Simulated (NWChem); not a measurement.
## Correlation energy of HS

```xyz
2

S      0.0000     0.0000     0.0796
H      0.0000     0.0000    -1.2741
```
Charge 0, spin multiplicity 2.

All runs are NWChem calculations. Structure: optimised with UPBE0/def2-SVP, a minimum by its harmonic frequencies.

Basis set: cc-pVTZ. Each correlation energy counts from its own Hartree-Fock reference.

The correlated methods keep 5 core orbitals frozen. The structure started from a generated list of species. The unpaired electrons of the parent sit in orbitals of symmetry b1 (C2v labels of the run); other states weren't searched. No SCF solution was tested for a lower state. Open-shell Hartree-Fock references start from PBE0 orbitals. Coupled-cluster values serve here as a point of comparison, not as the truth.

Order these methods by the correlation energy they give, lowest first: URI-MP2, SCS-UMP2, CCSD on ROHF, CCSD[T] on ROHF.

CCSD[T] on ROHF (-187.9 mHa), CCSD on ROHF (-181.4 mHa), SCS-UMP2 (-154.2 mHa), URI-MP2 (-151.4 mHa)
